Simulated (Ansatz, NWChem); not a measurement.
**Heat of formation of C3H6O (oxetane) from total energies**

The species is C3H6O (10 atoms), meant as a singlet with charge 0. SMILES: `C1COC1`. The shape is that of a PBE0-D4/def2-TZVP optimisation.

Total energies at M06-2X/6-31G* (spherical functions) (NWChem 7.3.0); the atoms run unrestricted:

| species | state | energy (Eh) |
| --- | --- | --- |
| C3H6O | singlet | -193.009317 |
| C | triplet | -37.827566 |
| O | triplet | -75.031328 |
| H | doublet | -0.496666 |

Harmonic wavenumbers at PBE0-D4/def2-TZVP, in cm⁻¹: 44, 767, 815, 838, 959, 965, 1076, 1077, 1153, 1170, 1200, 1236, 1265, 1318, 1383, 1487, 1511, 1540, 3031, 3041, 3076, 3077, 3102, 3158.

Measured heats of formation of the gaseous atoms at 298.15 K, in kJ/mol: C 716.9, O 249.2, H 218.0. Spin-orbit lowering of the atoms at 298 K (mean of the ground term's levels less their thermal mean, from spectra), in kJ/mol: C 0.02, O 0.40. Take 1 Eh = 2625.50 kJ/mol, 1 cm⁻¹ = 0.0119627 kJ/mol, RT = 2.479 kJ/mol.

**Question.** What heat of formation follows?

**Answer.** 
1. Electronic atomisation energy: 3 × (-37.827566) + (-75.031328) + 6 × (-0.496666) − (-193.009317) = 1.515295 Eh = 3978.4 kJ/mol.
2. Zero-point energy: half the sum of the wavenumbers, 19144.5 cm⁻¹ = 229.0 kJ/mol.
3. Thermal vibrational enthalpy, Σ hcν̃/(exp(hcν̃/kT) − 1): 3.5 kJ/mol. Translation, rotation and pV of a non-linear molecule: 4 RT = 9.9 kJ/mol.
4. The 10 free atoms carry 5/2 RT each: 62.0 kJ/mol.
5. Spin-orbit coupling lowers the free atoms by 3 × 0.02 + 0.40 = 0.5 kJ/mol.
6. Atomisation enthalpy at 298 K: 3978.4 − 0.5 − 229.0 − 3.5 − 9.9 + 62.0 = 3797.5 kJ/mol.
7. Sum of the atoms' heats of formation: 3707.9 kJ/mol. Heat of formation: 3707.9 − 3797.5 = -89.6 kJ/mol.

The tabulated value is -80.5 kJ/mol (CRC Handbook of Chemistry and Physics), so this level is off by -9.1 kJ/mol, or 0.2 % of the atomisation enthalpy that the table implies (3788.3 kJ/mol). So close a hit in a small basis owes something to errors that cancel. Anharmonicity and any spin-orbit splitting of the molecule are left out.
